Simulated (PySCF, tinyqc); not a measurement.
A ladder of methods, and size consistency: correlation methods against full CI in the sto-6g basis, for LiH, spin multiplicity 1. Computed by the program tinyqc with PySCF. All electrons correlated; +Q is the Davidson correction (1 - c0^2) E_corr. The last columns treat two copies 100 angstrom apart as one system. FCI is the lowest singlet.

Geometry (angstrom):

| atom | x | y | z |
|---|---|---|---|
| Li | 0.0000 | 0.0000 | 0.0000 |
| H | 0.0000 | 0.0000 | 2.2370 |

RHF energy of one = -7.892780 hartree

Correlation energies (hartree):

| method | E_corr of one | share of FCI (%) | E_corr of two at 100 angstrom | two minus twice one (mhartree) |
|---|---|---|---|---|
| MP2 | -0.02157 | 55.098 | -0.04315 | -7.89e-05 |
| CISD | -0.03913 | 99.924 | -0.07305 | 5.203 |
| CISD+Q | -0.04228 | 107.977 | -0.08180 | 2.763 |
| CCSD | -0.03913 | 99.939 | -0.07827 | -1.99e-04 |
| CCSD(T) | -0.03915 | 99.990 | -0.07831 | -1.97e-04 |
| FCI | -0.03916 | 100.000 | - | - |

What does the comparison show, and why?

MP2 recovers 55 %, CISD 99.9 % and CCSD 99.9 % of the FCI value (c0^2 = 0.919 in CISD). MP2 and coupled cluster are size consistent, so their last column vanishes but for a trace of long-range electrostatics; CISD loses 5.20 mhartree, since a double excitation on each copy is a quadruple of the pair, and the Davidson correction leaves +2.76. The restricted reference is unstable here: a spin-polarised solution lies 0.0066 hartree lower (PySCF), so results built on it describe a poor reference.
